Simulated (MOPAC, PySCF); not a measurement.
C4H8, SMILES `C(=C/C)/C`, neutral singlet in the gas phase. 

Z-matrix (Å, degrees):
```
C
C 1 1.3302
H 2 1.0878 1 117.21
H 1 1.0878 2 117.21 3 0.00
C 1 1.4909 4 115.23 2 180.00
H 5 1.0899 1 112.92 4 -180.00
H 5 1.0947 6 107.85 1 -122.67
H 5 1.0947 6 107.85 7 -114.65
C 2 1.4909 3 115.23 1 180.00
H 9 1.0899 2 112.92 3 -180.00
H 9 1.0947 10 107.85 6 122.67
H 9 1.0947 10 107.85 11 114.65
```
Charge 0, multiplicity 1.

All levels are single points at this geometry (PBE0-D3(BJ)/def2-TZVP); Pople sets use spherical d functions. Orbital energies aren't observables, and empty levels follow the basis.

```
level                           HOMO (eV)  LUMO (eV)  gap (eV)  dipole (D)  vertical IE, Delta-SCF (eV)
------------------------------  ---------  ---------  --------  ----------  ---------------------------
PBE-D3(BJ)/def2-TZVP in PySCF       -5.78      -0.25      5.53        0.25                            –
PBE0-D3(BJ)/def2-TZVP in PySCF      -6.90       0.80      7.70        0.24                            –
B3LYP/3-21G in PySCF                -6.44       1.14      7.58        0.20                            –
B3LYP/6-311+G** in PySCF            -6.70       0.13      6.83        0.25                            –
M06-2X/6-31G* in PySCF              -7.89       2.19     10.08        0.17                            –
PBE/6-31G* in PySCF                 -5.45       0.22      5.67        0.20                         8.85
SVWN5/6-31G* in PySCF               -5.54       0.07      5.61        0.20                         9.02
HF/3-21G in PySCF                   -9.26       5.39     14.65        0.17                            –
HF/STO-3G in PySCF                  -7.90       8.81     16.71        0.13                            –
AM1 in MOPAC                        -9.64       1.31     10.95        0.17                            –
PM3 in MOPAC                        -9.72       1.15     10.86        0.17                            –
PM6 in MOPAC                        -9.52       1.51     11.03        0.34                            –
PM7 in MOPAC                        -9.62       1.31     10.93        0.35                            –
```
